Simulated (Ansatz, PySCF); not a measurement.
SiH₂, SMILES [SiH2] (connectivity only; charge and spin as stated), neutral, multiplicity 1.

Geometry: PBE-D3(BJ)/def2-TZVPD. The isomer is the one that the SMILES or the coordinates give; other isomers of the formula were not compared.

Two levels are set side by side: PBE/def2-TZVPD (Ansatz, a program for electronic structure) and EOM-CCSD/aug-cc-pVDZ (PySCF). PBE by ΔSCF, the other level by its IP root; same geometry, the bases differ. Differences are taken from unrounded values.

| quantity | EOM-CCSD |
|---|---|
| vertical ionisation energy (eV) | 9.43 |

### Question
What does PBE give, and how far is it from EOM-CCSD? (The exact figures need the calculation; the answer reports its results.)

### Answer

```
quantity                          PBE  PBE minus EOM-CCSD
-------------------------------  ----  ------------------
vertical ionisation energy (eV)  9.39               -0.04
```

On these quantities the two levels nearly agree.
